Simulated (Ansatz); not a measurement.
System: fluorite CdF₂. Method: r²SCAN-D4 in Ansatz (plane waves, PAW).

Input file:

Ansatz 0.2 input:
```yaml
crystal:
  lattice:
    - [0.0, 2.6878576513, 2.6878576513]
    - [2.6878576513, 0.0, 2.6878576513]
    - [2.6878576513, 2.6878576513, 0.0]
  atoms:
    - { symbol: Cd, position: [0.0, 0.0, 0.0] }
    - { symbol: F, position: [0.25, 0.25, 0.25] }
    - { symbol: F, position: [0.75, 0.75, 0.75] }
basis:
  ecutwfc: 560
  ecutrho_ratio: 4
  xc_grid: 3
kpoints:
  mp_grid: { grid: [12, 12, 12] }
  band_path:
    path:
      - [0.0, 0.0, 0.0]
      - [0.045455, 0.0, 0.045455]
      - [0.090909, 0.0, 0.090909]
      - [0.136364, 0.0, 0.136364]
      - [0.181818, 0.0, 0.181818]
      - [0.227273, 0.0, 0.227273]
      - [0.272727, 0.0, 0.272727]
      - [0.318182, 0.0, 0.318182]
      - [0.363636, 0.0, 0.363636]
      - [0.409091, 0.0, 0.409091]
      - [0.454545, 0.0, 0.454545]
      - [0.5, 0.0, 0.5]
      - [0.541667, 0.083333, 0.541667]
      - [0.583333, 0.166667, 0.583333]
      - [0.625, 0.25, 0.625]
      - [0.375, 0.375, 0.75]
      - [0.34375, 0.34375, 0.6875]
      - [0.3125, 0.3125, 0.625]
      - [0.28125, 0.28125, 0.5625]
      - [0.25, 0.25, 0.5]
      - [0.21875, 0.21875, 0.4375]
      - [0.1875, 0.1875, 0.375]
      - [0.15625, 0.15625, 0.3125]
      - [0.125, 0.125, 0.25]
      - [0.09375, 0.09375, 0.1875]
      - [0.0625, 0.0625, 0.125]
      - [0.03125, 0.03125, 0.0625]
      - [0.05, 0.05, 0.05]
      - [0.1, 0.1, 0.1]
      - [0.15, 0.15, 0.15]
      - [0.2, 0.2, 0.2]
      - [0.25, 0.25, 0.25]
      - [0.3, 0.3, 0.3]
      - [0.35, 0.35, 0.35]
      - [0.4, 0.4, 0.4]
      - [0.45, 0.45, 0.45]
      - [0.5, 0.5, 0.5]
      - [0.5, 0.46875, 0.53125]
      - [0.5, 0.4375, 0.5625]
      - [0.5, 0.40625, 0.59375]
      - [0.5, 0.375, 0.625]
      - [0.5, 0.34375, 0.65625]
      - [0.5, 0.3125, 0.6875]
      - [0.5, 0.28125, 0.71875]
      - [0.5, 0.25, 0.75]
      - [0.5, 0.2, 0.7]
      - [0.5, 0.15, 0.65]
      - [0.5, 0.1, 0.6]
      - [0.5, 0.05, 0.55]
    npoints: 1
hamiltonian:
  xc: r2scan
  dispersion: d4
  pseudopotentials: { kind: paw }
scf:
  occupations: { method: fermi_dirac, width: 0.01 }
  convergence: { dr2_threshold: 0.0000000003 }
output:
  forces: true
  stress: true
  eigenvalues: true
  write_bands: true
```

Excerpt of the program's output:

```
Crystal: 3 atoms, lattice volume = 38.837 Å³
Basis set: ecut = 560 eV, 1211 PW (Γ), exchange–correlation on 90×90×90 points (27 copies of the dense FFT grid, shifted against one another)
Bands: 21, of which v1, the nominal top of the filled ones, is band 17 counted from 1 (16 counted from 0)
Symmetry: 48 space group operations
Space group: Fm-3m (ITA 225), of the structure as read, at distance tolerance 3.4e-5 Å
k-points: 72 of 1728
Functional: x = r2scan, c = r2scan; τ floored in thin density (d = 2e-4 eV/Å³)
SCF iter   1: F=—  HF=-9889.562768 eV  |F-HF|=—  |Δ(HF+E_count)|=         —  Δρ=1.11e-2  dr2=3.60e-2  dr2_τ=7.74e-2
SCF iter   2: F=—  HF=-9889.593038 eV  |F-HF|=—  |Δ(HF+E_count)|=   3.03e-2  Δρ=6.38e-3  dr2=4.63e-3  dr2_τ=1.67e-3
  ...
SCF iter   7: F=—  HF=-9889.592675 eV  |F-HF|=—  |Δ(HF+E_count)|=   9.55e-6  Δρ=4.21e-6  dr2=4.81e-9  dr2_τ=5.09e-10
SCF iter   8: F=-9889.592675 eV  HF=-9889.592675 eV  |F-HF|=1.27e-11  |Δ(HF+E_count)|=  1.67e-10  Δρ=4.00e-7  dr2=4.23e-11  dr2_τ=3.07e-12
SCF 1 converged in 8 iterations: F = -9889.592675 eV  dr2 = 4.23e-11
SCF converged after 8 iterations
Free energy (F): -9889.592675 eV
Internal energy: -9889.592675 eV  (E = F + TS)
E sigma→0 (E₀):  -9889.592675 eV
Fermi energy:    7.901059 eV
--- Forces (eV/Å), atoms counted from 1 ---
  atom   1  Cd    -0.00000000    -0.00000000     0.00000000
  atom   2  F     -0.00000000    -0.00000000    -0.00000000
  atom   3  F     -0.00000000    -0.00000000    -0.00000000
--- Stress (GPa, compression-positive) ---
       -0.000638      -0.000000      -0.000000
       -0.000000      -0.000638       0.000000
        0.000000      -0.000000      -0.000638
  P = ⅓ Tr σ = -0.0006 GPa (-0.006 kbar)
```

The PAW data were made under PBE.

It cost roughly 12 core-seconds of CPU time.

Ansatz is a program for electronic structure.
